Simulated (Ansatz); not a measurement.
Two shapes of singlet N₂O.

Shape 1:

```xyz
3

N    -0.0034    0.0041   -1.2027
N     0.0081    0.0032   -0.0634
O     0.0076    0.0061    1.1025
```

Shape 2:

```xyz
3

N    -0.0155   -0.0569   -1.1105
N     0.0047    0.0827   -0.1110
O    -0.1329    0.0087    1.1430
```

Basis set: STO-3G (spherical functions). Left uncorrelated: 3 orbitals. Charge 0, multiplicity 1.

Computed with Ansatz (development build ahead of 0.2.0); each method stands on the lowest determinant of its kind that the runs found.

Which shape is lower in energy, and by how much in each method?

```
 method  E(2) − E(1) (eV)
    RHF             1.994
RHF-MP2             3.544
```

Shape 1 is lower. Caution: no unrestricted run beside it, a lower state can exist.
